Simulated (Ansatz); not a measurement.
Input file:

```yaml
crystal:
  periodic: [false, false, false]
  atoms:
    - {symbol: B, position_ang: [0.000000, 0.000000, 0.573948]}
    - {symbol: C, position_ang: [0.000000, 0.000000, 2.038105]}
    - {symbol: H, position_ang: [0.000000, 0.000000, -2.612052]}
basis:
  gaussian: {orbitals: 6-31G}
magnetization: {spin_polarized: false}
correlation: {method: ccsdtq, electrons: outside_noble_gas}
```

```sh
$ ansatz run in.yaml --threads 1 --pin off --events-out ev --progress --plain --max-ram 2393MiB
```

Log:

```
444 factors; integrals over basis functions are off by at most 1.6e-7 eV
mean field evaluation 1: about -1699.7737 eV, gradient 1.8e1 eV
mean field evaluation 2: about -1699.7751 eV, gradient 1.8e1 eV
mean field evaluation 4: about -1702.9854 eV, gradient 3.9e0 eV
mean field evaluation 8: about -1703.2442 eV, gradient 1.3e-1 eV
mean field evaluation 16: about -1702.9820 eV, gradient 3.9e0 eV
mean field evaluation 32: about -1687.8207 eV, gradient 1.8e1 eV
mean field evaluation 64: about -1703.0546 eV, gradient 1.8e0 eV
mean field evaluation 96: about -1696.1211 eV, gradient 1.7e0 eV
mean field evaluation 128: about -1699.9031 eV, gradient 1.3e1 eV
mean field evaluation 160: about -1699.2382 eV, gradient 6.1e0 eV
...
mean field -1703.24339424 eV, -62.5930402383 hartree, gradient 4.4e-6 eV, S^2 0.000000; 9 other end points of the search recorded, 0 dependent functions left out; unrestricted orbitals would lower it
...
determinant -1703.24339424 eV, -62.5930402383 hartree, with singles and doubles -1710.09626298 eV, -62.8448785197 hartree
determinant -1700.48846029 eV, -62.4917982830 hartree, with singles and doubles -1708.27601469 eV, -62.7779856288 hartree
determinant -1699.94927326 eV, -62.4719835254 hartree, with singles and doubles -1707.29995839 eV, -62.7421162214 hartree
determinant -1697.80439511 eV, -62.3931607073 hartree, with singles and doubles -1706.16964975 eV, -62.7005781449 hartree
unrestricted determinant -1708.64442524 eV, -62.7915244668 hartree, S^2 2.4593
2 core orbitals not correlated: weight in the atoms' cores, before any rotation towards them, 1.000 or more for the frozen orbitals, at most 0.000 for the correlated occupied ones
reference -1703.24339424 eV, -62.5930402383 hartree; 4, 4 occupied and 14, 14 virtual orbitals, 444 factors
second order -4.75649600 eV of doubles, -0.00000000 eV of singles
...
cycle  48  -7.41269603 eV  change   -1.2e-5 eV  update   5.2e-6
cycle  49  -7.41269385 eV  change    2.2e-6 eV  update   3.9e-6
cycle  50  -7.41269086 eV  change    3.0e-6 eV  update   2.8e-6
cycle  51  -7.41269452 eV  change   -3.7e-6 eV  update   2.5e-6
cycle  52  -7.41269828 eV  change   -3.8e-6 eV  update   1.9e-6
cycle  53  -7.41269984 eV  change   -1.6e-6 eV  update   1.4e-6
cycle  54  -7.41270010 eV  change   -2.7e-7 eV  update   1.1e-6
cycle  55  -7.41270215 eV  change   -2.0e-6 eV  update   8.8e-7
cycle  56  -7.41270338 eV  change   -1.2e-6 eV  update   3.6e-7
cycle  57  -7.41270335 eV  change    3.3e-8 eV  update   2.8e-7
WARN: these amplitudes may be one of several solutions (largest doubles amplitude 0.82, level shift 6.09 eV)
WARN: in the space of 8 natural orbitals, full CI finds another state of this spin 1.118 eV below this run's state, or below the method's energy where it doesn't find this run's state
Total energy: -1710.65609759 eV, -62.8654520619 hartree
```

The T1 diagnostic is 0.043. The program found a lower state of this spin, so this energy isn't the lowest state's.

Ran on 1 thread of Arm Neoverse V2, shared host: 13 s wall, 0.16 GiB peak host memory.
